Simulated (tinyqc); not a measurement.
LCCD on RHF in the sto-3g basis, frozen core, for H2O, spin multiplicity 1, step by step. Computed by tinyqc, a small Python program that keeps every step (integrals from PySCF). Settings: charge = 0, multiplicity = 1, basis = sto-3g, method = RHF, frozen orbitals = 1, energy threshold = 1e-10, iteration cap = 87, orthogonalisation = symmetric, start = Wolfsberg-Helmholz matrix, DIIS depth = 6, amplitude equations = LCCD, DIIS depth for amplitudes = 0, cap on updates = 64. Command: `OMP_NUM_THREADS=1 python tinyqc.py 20568 20569 out.jsonl` (the two numbers bound the seeds that draw the settings). One thread of a shared host (Intel(R) Xeon(R) Processor @ 2.60GHz), about 0.1 s of CPU time with the checks. The early iterations of the SCF are left out here.

## One-electron integrals

Geometry (angstrom):
```
atom,x,y,z
O,0.000000,0.000000,0.000000
H,0.000000,0.788000,0.692000
H,0.000000,-0.788000,0.692000
```

Basis sto-3g: exponents (1/bohr^2) and contraction coefficients of normalised primitives:
```
element,l (shell),exponent,coefficient
O,s (1),130.709320,0.154329
O,s (1),23.808861,0.535328
O,s (1),6.443608,0.444635
O,s (2),5.033151,-0.099967
O,s (2),1.169596,0.399513
O,s (2),0.380389,0.700115
O,p (3),5.033151,0.155916
O,p (3),1.169596,0.607684
O,p (3),0.380389,0.391957
H,s (1),3.425251,0.154329
H,s (1),0.623914,0.535328
H,s (1),0.168855,0.444635
```

Overlap, kinetic and nuclear-attraction integrals over the contracted functions; the nuclear repulsion is the sum of Za Zb / Rab.

nuclear repulsion = 8.40928775 hartree

overlap S, lower triangle:
```
,1O 1s,1O 2s,1O 2px,1O 2py,1O 2pz,2H 1s,3H 1s
1O 1s,1.000000
1O 2s,0.236704,1.000000
1O 2px,0.000000,0.000000,1.000000
1O 2py,0.000000,0.000000,0.000000,1.000000
1O 2pz,0.000000,0.000000,0.000000,0.000000,1.000000
2H 1s,0.043401,0.416765,0.000000,0.270612,0.237644,1.000000
3H 1s,0.043401,0.416765,0.000000,-0.270612,0.237644,0.230043,1.000000
```

kinetic energy T (hartree), lower triangle:
```
,1O 1s,1O 2s,1O 2px,1O 2py,1O 2pz,2H 1s,3H 1s
1O 1s,29.003200
1O 2s,-0.168011,0.808128
1O 2px,0.000000,0.000000,2.528731
1O 2py,0.000000,0.000000,0.000000,2.528731
1O 2pz,0.000000,0.000000,0.000000,0.000000,2.528731
2H 1s,-0.007174,0.089046,0.000000,0.164414,0.144384,0.760032
3H 1s,-0.007174,0.089046,0.000000,-0.164414,0.144384,0.003945,0.760032
```

nuclear attraction V (hartree), lower triangle:
```
,1O 1s,1O 2s,1O 2px,1O 2py,1O 2pz,2H 1s,3H 1s
1O 1s,-61.627644
1O 2s,-7.421959,-10.053713
1O 2px,0.000000,0.000000,-9.913008
1O 2py,0.000000,0.000000,0.000000,-10.027171
1O 2pz,-0.017067,-0.206345,0.000000,0.000000,-10.001049
2H 1s,-1.396062,-3.281816,0.000000,-1.880300,-1.715470,-5.495738
3H 1s,-1.396062,-3.281816,0.000000,1.880300,-1.715470,-1.378211,-5.495738
```

core Hamiltonian H = T + V (hartree), lower triangle:
```
,1O 1s,1O 2s,1O 2px,1O 2py,1O 2pz,2H 1s,3H 1s
1O 1s,-32.624444
1O 2s,-7.589969,-9.245585
1O 2px,0.000000,0.000000,-7.384277
1O 2py,0.000000,0.000000,0.000000,-7.498440
1O 2pz,-0.017067,-0.206345,0.000000,0.000000,-7.472318
2H 1s,-1.403236,-3.192769,0.000000,-1.715886,-1.571086,-4.735706
3H 1s,-1.403236,-3.192769,0.000000,1.715886,-1.571086,-1.374266,-4.735706
```

## Two-electron integrals

Functions are numbered as in S; the eight-fold symmetry (ij|kl) = (ji|kl) = (kl|ij) leaves the list below.

Two-electron integrals (ij|kl) in chemists' order, unique and non-zero (hartree):
```
i,j,k,l,(ij|kl)
1,1,1,1,4.785065
2,1,1,1,0.741380
2,1,2,1,0.136873
2,2,1,1,1.118947
2,2,2,1,0.256633
2,2,2,2,0.817206
3,1,3,1,0.024477
3,2,3,1,0.037809
3,2,3,2,0.180518
3,3,1,1,1.115814
3,3,2,1,0.256684
3,3,2,2,0.817023
3,3,3,3,0.880159
4,1,4,1,0.024477
4,2,4,1,0.037809
4,2,4,2,0.180518
4,3,4,3,0.047444
4,4,1,1,1.115814
4,4,2,1,0.256684
4,4,2,2,0.817023
4,4,3,3,0.785270
4,4,4,4,0.880159
5,1,5,1,0.024477
5,2,5,1,0.037809
5,2,5,2,0.180518
5,3,5,3,0.047444
5,4,5,4,0.047444
5,5,1,1,1.115814
5,5,2,1,0.256684
5,5,2,2,0.817023
5,5,3,3,0.785270
5,5,4,4,0.785270
5,5,5,5,0.880159
6,1,1,1,0.137783
6,1,2,1,0.025231
6,1,2,2,0.047031
6,1,3,3,0.046940
6,1,4,1,0.000875
6,1,4,2,0.001641
6,1,4,4,0.047099
6,1,5,1,0.000768
6,1,5,2,0.001441
6,1,5,4,0.000140
6,1,5,5,0.047062
6,1,6,1,0.004712
6,2,1,1,0.343702
6,2,2,1,0.079854
6,2,2,2,0.282560
6,2,3,3,0.277691
6,2,4,1,0.004512
6,2,4,2,0.034831
6,2,4,4,0.285784
6,2,5,1,0.003962
6,2,5,2,0.030588
6,2,5,4,0.007108
6,2,5,5,0.283933
6,2,6,1,0.015019
6,2,6,2,0.122151
6,3,3,1,0.008252
6,3,3,2,0.048413
6,3,4,3,0.007189
6,3,5,3,0.006313
6,3,6,3,0.017175
6,4,1,1,0.188715
6,4,2,1,0.044402
6,4,2,2,0.167747
6,4,3,3,0.160180
6,4,4,1,0.010445
6,4,4,2,0.067931
6,4,4,4,0.179151
6,4,5,1,0.001926
6,4,5,2,0.017139
6,4,5,4,0.010347
6,4,5,5,0.163722
6,4,6,1,0.008711
6,4,6,2,0.088096
6,4,6,4,0.079973
6,5,1,1,0.165724
6,5,2,1,0.038993
6,5,2,2,0.147311
6,5,3,3,0.140665
6,5,4,1,0.001926
6,5,4,2,0.017139
6,5,4,4,0.144699
6,5,5,1,0.009943
6,5,5,2,0.063465
6,5,5,4,0.010731
6,5,5,5,0.156402
6,5,6,1,0.007649
6,5,6,2,0.077364
6,5,6,4,0.055148
6,5,6,5,0.065604
6,6,1,1,0.491311
6,6,2,1,0.116001
6,6,2,2,0.471471
6,6,3,3,0.452585
6,6,4,1,0.008304
6,6,4,2,0.089008
6,6,4,4,0.484240
6,6,5,1,0.007292
6,6,5,2,0.078165
6,6,5,4,0.027799
6,6,5,5,0.476997
6,6,6,1,0.021998
6,6,6,2,0.259445
6,6,6,4,0.213544
6,6,6,5,0.187528
6,6,6,6,0.774606
7,1,1,1,0.137783
7,1,2,1,0.025231
7,1,2,2,0.047031
7,1,3,3,0.046940
7,1,4,1,-0.000875
7,1,4,2,-0.001641
7,1,4,4,0.047099
7,1,5,1,0.000768
7,1,5,2,0.001441
7,1,5,4,-0.000140
7,1,5,5,0.047062
7,1,6,1,0.004645
7,1,6,2,0.014584
7,1,6,4,0.007743
7,1,6,5,0.007434
7,1,6,6,0.021163
7,1,7,1,0.004712
7,2,1,1,0.343702
7,2,2,1,0.079854
7,2,2,2,0.282560
7,2,3,3,0.277691
7,2,4,1,-0.004512
7,2,4,2,-0.034831
7,2,4,4,0.285784
7,2,5,1,0.003962
7,2,5,2,0.030588
7,2,5,4,-0.007108
7,2,5,5,0.283933
7,2,6,1,0.014584
7,2,6,2,0.099868
7,2,6,4,0.049613
7,2,6,5,0.061588
7,2,6,6,0.174736
7,2,7,1,0.015019
7,2,7,2,0.122151
7,3,3,1,0.008252
7,3,3,2,0.048413
7,3,4,3,-0.007189
7,3,5,3,0.006313
7,3,6,3,0.013609
7,3,7,3,0.017175
7,4,1,1,-0.188715
7,4,2,1,-0.044402
7,4,2,2,-0.167747
7,4,3,3,-0.160180
7,4,4,1,0.010445
7,4,4,2,0.067931
7,4,4,4,-0.179151
7,4,5,1,-0.001926
7,4,5,2,-0.017139
7,4,5,4,0.010347
7,4,5,5,-0.163722
7,4,6,1,-0.007743
7,4,6,2,-0.049613
7,4,6,4,-0.011479
7,4,6,5,-0.029930
7,4,6,6,-0.077203
7,4,7,1,-0.008711
7,4,7,2,-0.088096
7,4,7,4,0.079973
7,5,1,1,0.165724
7,5,2,1,0.038993
7,5,2,2,0.147311
7,5,3,3,0.140665
7,5,4,1,-0.001926
7,5,4,2,-0.017139
7,5,4,4,0.144699
7,5,5,1,0.009943
7,5,5,2,0.063465
7,5,5,4,-0.010731
7,5,5,5,0.156402
7,5,6,1,0.007434
7,5,6,2,0.061588
7,5,6,4,0.029930
7,5,6,5,0.051021
7,5,6,6,0.118041
7,5,7,1,0.007649
7,5,7,2,0.077364
7,5,7,4,-0.055148
7,5,7,5,0.065604
7,6,1,1,0.135513
7,6,2,1,0.031805
7,6,2,2,0.122959
7,6,3,3,0.119868
7,6,4,4,0.122045
7,6,5,1,0.002418
7,6,5,2,0.022554
7,6,5,5,0.126828
7,6,6,1,0.005931
7,6,6,2,0.053743
7,6,6,4,0.033475
7,6,6,5,0.038259
7,6,6,6,0.120728
7,6,7,1,0.005931
7,6,7,2,0.053743
7,6,7,4,-0.033475
7,6,7,5,0.038259
7,6,7,6,0.029545
7,7,1,1,0.491311
7,7,2,1,0.116001
7,7,2,2,0.471471
7,7,3,3,0.452585
7,7,4,1,-0.008304
7,7,4,2,-0.089008
7,7,4,4,0.484240
7,7,5,1,0.007292
7,7,5,2,0.078165
7,7,5,4,-0.027799
7,7,5,5,0.476997
7,7,6,1,0.021163
7,7,6,2,0.174736
7,7,6,4,0.077203
7,7,6,5,0.118041
7,7,6,6,0.330634
7,7,7,1,0.021998
7,7,7,2,0.259445
7,7,7,4,-0.213544
7,7,7,5,0.187528
7,7,7,6,0.120728
7,7,7,7,0.774606
```

## Orthogonalisation

S = U s U^T; symmetric (Loewdin) form X = U s^(-1/2) U^T, so that X^T S X = 1.

eigenvalues of S: 0.401868  0.485364  0.880465  1.000000  1.105037  1.284593  1.842673

X, lower triangle:
```
,1O 1s,1O 2s,1O 2px,1O 2py,1O 2pz,2H 1s,3H 1s
1O 1s,1.023813
1O 2s,-0.138806,1.183015
1O 2px,0.000000,0.000000,1.000000
1O 2py,0.000000,0.000000,0.000000,1.079244
1O 2pz,-0.008950,0.089846,0.000000,0.000000,1.050112
2H 1s,0.019872,-0.243309,0.000000,-0.187267,-0.136196,1.156320
3H 1s,0.019872,-0.243309,0.000000,0.187267,-0.136196,-0.082116,1.156320
```

## Starting guess

The start is the generalised Wolfsberg-Helmholz matrix (K = 1.75) built on H; D = 2 C_occ C_occ^T.

D at the start, lower triangle:
```
,1O 1s,1O 2s,1O 2px,1O 2py,1O 2pz,2H 1s,3H 1s
1O 1s,2.065746
1O 2s,-0.270265,1.229038
1O 2px,0.000000,0.000000,2.000000
1O 2py,0.000000,0.000000,0.000000,1.486683
1O 2pz,0.111370,-0.407752,0.000000,0.000000,1.817185
2H 1s,-0.135135,0.349730,0.000000,0.354180,0.126917,0.220866
3H 1s,-0.135135,0.349730,0.000000,-0.354180,0.126917,0.052109,0.220866
```

## Iteration 8 (converged): orbitals

converged F (hartree), lower triangle:
```
,1O 1s,1O 2s,1O 2px,1O 2py,1O 2pz,2H 1s,3H 1s
1O 1s,-20.254291
1O 2s,-5.164523,-2.426083
1O 2px,0.000000,0.000000,-0.392286
1O 2py,0.000000,0.000000,0.000000,-0.258793
1O 2pz,-0.026987,-0.096792,0.000000,0.000000,-0.303756
2H 1s,-0.963630,-0.878407,0.000000,-0.358228,-0.361525,-0.474448
3H 1s,-0.963630,-0.878407,0.000000,0.358228,-0.361525,-0.324225,-0.474448
```

Diagonalise F' = X^T F X, C = X C', fill 5 alpha and 5 beta electrons from the bottom; D = 2 C_occ C_occ^T. Each column has its largest component positive (the first on a tie).

F' = X^T F X (hartree), lower triangle:
```
,1,2,3,4,5,6,7
1,-19.878153
2,-2.688355,-1.293598
3,0.000000,0.000000,-0.392286
4,0.000000,0.000000,0.000000,-0.022369
5,-0.056514,0.111823,0.000000,0.000000,-0.150130
6,-0.124601,-0.438162,0.000000,-0.416781,-0.327959,-0.008689
7,-0.124601,-0.438162,0.000000,0.416781,-0.327959,-0.092455,-0.008689
```

orbital energies (hartree): MO1 -20.262723, MO2 -1.234023, MO3 -0.561103, MO4 -0.458019, MO5 -0.392286, MO6 0.531741, MO7 0.622500

coefficients C:
```
,MO1,MO2,MO3,MO4,MO5,MO6,MO7
1O 1s,0.994350,-0.236361,0.000000,0.101026,0.000000,-0.116299,0.000000
1O 2s,0.024775,0.866260,0.000000,-0.518475,0.000000,0.724861,0.000000
1O 2px,0.000000,0.000000,0.000000,0.000000,1.000000,0.000000,0.000000
1O 2py,0.000000,0.000000,0.617948,0.000000,0.000000,0.000000,0.923604
1O 2pz,0.003687,0.105210,0.000000,0.736582,0.000000,0.770941,0.000000
2H 1s,-0.004980,0.149452,0.452576,0.318753,0.000000,-0.728792,-0.772726
3H 1s,-0.004980,0.149452,-0.452576,0.318753,0.000000,-0.728792,0.772726
```

D after iteration 8, lower triangle:
```
,1O 1s,1O 2s,1O 2px,1O 2py,1O 2pz,2H 1s,3H 1s
1O 1s,2.109610
1O 2s,-0.464990,2.039675
1O 2px,0.000000,0.000000,2.000000
1O 2py,0.000000,0.000000,0.000000,0.763720
1O 2pz,0.106426,-0.581338,0.000000,0.000000,1.107273
2H 1s,-0.016149,-0.071849,0.000000,0.559337,0.500987,0.657578
3H 1s,-0.016149,-0.071849,0.000000,-0.559337,0.500987,-0.161722,0.657578
```

## Convergence

Stop when the energy changes by less than 1e-10 hartree and every element of the error matrix X^T (F D S - S D F) X is below 3e-06.

Course of the cycle:
```
iteration,E (hartree),change,largest element of the error matrix
1,-74.55634745,-,4.54e-01
2,-74.94006831,-3.84e-01,1.16e-01
3,-74.95727208,-1.72e-02,3.33e-02
4,-74.95881811,-1.55e-03,5.86e-03
5,-74.95889901,-8.09e-05,1.81e-03
6,-74.95890771,-8.70e-06,1.20e-05
7,-74.95890772,-3.79e-10,7.86e-08
8,-74.95890772,0.000000,2.63e-09
```

PySCF RHF in the same basis = -74.95890772 hartree

Converged in 8 iterations.

## Populations, bond orders and dipole

Mulliken: Z minus the diagonal of D S on the atom; Loewdin: the same with S^(1/2) D S^(1/2); Mayer order: 2 sum_s sum (D(s) S)_ij (D(s) S)_ji over the two atoms.

Charges (e):
```
atom,Mulliken,Loewdin
1O,-0.279699,-0.200229
2H,0.139849,0.100114
3H,0.139849,0.100114
```

Mayer bond orders:
```
pair,order
2-1,0.975054
3-1,0.975054
3-2,0.005388
```

dipole moment about the origin, x y z (debye): 0.000000  0.000000  1.637670

## Integrals over molecular orbitals

(pq|rs) = sum C_ip C_jq C_kr C_ls (ij|kl), one index at a time.

one-electron integrals over orbitals h = C^T H C (hartree), lower triangle:
```
,1,2,3,4,5,6,7
1,-32.607547
2,0.562545,-7.598832
3,0.000000,0.000000,-6.159887
4,-0.228520,0.507738,0.000000,-6.709498
5,0.000000,0.000000,0.000000,0.000000,-7.384277
6,0.265839,-1.278743,0.000000,-1.250470,0.000000,-5.376869
7,0.000000,0.000000,-1.724345,0.000000,0.000000,0.000000,-5.512312
```

Two-electron integrals over orbitals (pq|rs), unique and non-zero (hartree); the lowest 1 orbital is frozen and left out:
```
p,q,r,s,(pq|rs)
2,2,2,2,0.725020
3,2,3,2,0.135631
3,3,2,2,0.630161
3,3,3,3,0.611673
4,2,2,2,-0.013280
4,2,3,3,0.004437
4,2,4,2,0.127830
4,3,3,2,0.023718
4,3,4,3,0.053121
4,4,2,2,0.662432
4,4,3,3,0.578981
4,4,4,2,-0.097360
4,4,4,4,0.724079
5,2,5,2,0.147550
5,3,5,3,0.027620
5,4,5,2,-0.047057
5,4,5,4,0.051800
5,5,2,2,0.750608
5,5,3,3,0.615349
5,5,4,2,-0.079213
5,5,4,4,0.701087
5,5,5,5,0.880159
6,2,2,2,0.137501
6,2,3,3,0.073110
6,2,4,2,0.026565
6,2,4,4,0.068312
6,2,5,5,0.147773
6,2,6,2,0.098753
6,3,3,2,-0.033619
6,3,4,3,-0.032920
6,3,6,3,0.068868
6,4,2,2,0.114217
6,4,3,3,0.048536
6,4,4,2,-0.050042
6,4,4,4,0.131085
6,4,5,5,0.139965
6,4,6,2,0.058844
6,4,6,4,0.090688
6,5,5,2,0.053282
6,5,5,4,0.003015
6,5,6,5,0.036011
6,6,2,2,0.608691
6,6,3,3,0.562044
6,6,4,2,0.049876
6,6,4,4,0.551544
6,6,5,5,0.588919
6,6,6,2,0.098146
6,6,6,4,0.051202
6,6,6,6,0.595065
7,2,3,2,0.047831
7,2,4,3,-0.034234
7,2,6,3,0.032834
7,2,7,2,0.064909
7,3,2,2,0.150427
7,3,3,3,0.089293
7,3,4,2,-0.081777
7,3,4,4,0.144268
7,3,5,5,0.196409
7,3,6,2,0.070865
7,3,6,4,0.096271
7,3,6,6,0.042911
7,3,7,3,0.159151
7,4,3,2,-0.076723
7,4,4,3,-0.008561
7,4,6,3,0.049709
7,4,7,2,-0.016009
7,4,7,4,0.072608
7,5,5,3,0.023729
7,5,7,5,0.024207
7,6,3,2,0.088438
7,6,4,3,0.056707
7,6,6,3,-0.060816
7,6,7,2,-0.008653
7,6,7,4,-0.060559
7,6,7,6,0.110692
7,7,2,2,0.611292
7,7,3,3,0.593384
7,7,4,2,-0.014148
7,7,4,4,0.585285
7,7,5,5,0.609927
7,7,6,2,0.062855
7,7,6,4,0.045468
7,7,6,6,0.559203
7,7,7,3,0.087679
7,7,7,7,0.601454
```

## LCCD: starting amplitudes

t_ij^ab = <ij||ab> / (e_i + e_j - e_a - e_b), whose energy is MP2.

Starting amplitudes (spin orbitals 1a, 1b, ...; amplitudes related by a flip of all spins are not repeated):
```
from,to,t
3a 3b,7a 7b,-0.067231
4a 4b,6a 6b,-0.045813
3a 4b,6b 7a,0.044296
4a 4b,7a 7b,-0.033599
3a 3b,6a 6b,-0.031509
2a 2b,6a 6b,-0.027963
2a 3b,6a 7b,-0.024027
3a 4b,6a 7b,-0.022872
3a 4a,6a 7a,0.021424
2a 4b,6a 6b,-0.021355
5a 5b,6a 6b,-0.019486
2a 2b,7a 7b,-0.017481
2a 3a,6a 7a,-0.012895
5a 5b,7a 7b,-0.011927
2a 3b,6b 7a,0.011132
2a 4b,7a 7b,0.005451
```

correlation energy = -0.04495340 hartree

## LCCD: amplitude update 1

t_ij^ab D_ij^ab are set to the remaining terms of the spin-orbital equations, evaluated with the old amplitudes; for the doubles these are <ij||ab> + 1/2 <ab||ef> t_ij^ef + 1/2 <mn||ij> t_mn^ab + P(ij)P(ab) <mb||ej> t_im^ae, D the orbital-energy denominators (linear CCD).

Amplitudes after update 1 (spin orbitals 1a, 1b, ...; amplitudes related by a flip of all spins are not repeated):
```
from,to,t
3a 3b,7a 7b,-0.086178
4a 4b,6a 6b,-0.057543
3a 4b,6b 7a,0.057355
4a 4b,7a 7b,-0.044841
3a 3b,6a 6b,-0.043891
3a 4b,6a 7b,-0.035358
2a 2b,6a 6b,-0.031930
2a 4b,6a 6b,-0.030162
2a 3b,6a 7b,-0.030151
5a 5b,6a 6b,-0.024396
3a 4a,6a 7a,0.021997
2a 2b,7a 7b,-0.018920
2a 3b,6b 7a,0.017752
5a 5b,7a 7b,-0.012914
2a 3a,6a 7a,-0.012398
2a 4b,7a 7b,0.004517
```

correlation energy = -0.05746813 hartree

## LCCD: convergence

E_corr = 1/4 sum <ij||ab> t_ij^ab; stop when the norm of the change is below 1e-8.

Course of the amplitude iterations:
```
update,correlation energy (hartree),norm of the change
0,-0.04495340,-
1,-0.05746813,8.47e-02
2,-0.06164253,3.37e-02
3,-0.06323409,1.48e-02
4,-0.06389228,6.72e-03
5,-0.06417706,3.13e-03
6,-0.06430346,1.50e-03
7,-0.06436050,7.33e-04
8,-0.06438657,3.69e-04
9,-0.06439862,1.91e-04
10,-0.06440425,1.00e-04
11,-0.06440692,5.39e-05
12,-0.06440820,2.92e-05
13,-0.06440882,1.60e-05
14,-0.06440912,8.81e-06
15,-0.06440927,4.87e-06
16,-0.06440935,2.70e-06
17,-0.06440939,1.50e-06
18,-0.06440941,8.31e-07
19,-0.06440942,4.62e-07
20,-0.06440943,2.57e-07
21,-0.06440943,1.43e-07
22,-0.06440943,7.95e-08
23,-0.06440943,4.42e-08
24,-0.06440943,2.46e-08
25,-0.06440943,1.37e-08
26,-0.06440943,7.62e-09
```

Converged amplitudes (spin orbitals 1a, 1b, ...; amplitudes related by a flip of all spins are not repeated):
```
from,to,t
3a 3b,7a 7b,-0.097631
4a 4b,6a 6b,-0.065652
3a 4b,6b 7a,0.064595
3a 3b,6a 6b,-0.051729
4a 4b,7a 7b,-0.051518
3a 4b,6a 7b,-0.047216
2a 4b,6a 6b,-0.036463
2a 2b,6a 6b,-0.032583
2a 3b,6a 7b,-0.032489
5a 5b,6a 6b,-0.027444
2a 3b,6b 7a,0.023159
2a 2b,7a 7b,-0.017879
3a 4a,6a 7a,0.017379
5a 5b,7a 7b,-0.011512
2a 3a,6a 7a,-0.009330
2a 4b,7a 7b,0.002914
```

LCCD total energy = -75.02331715 hartree

Converged in 26 updates.
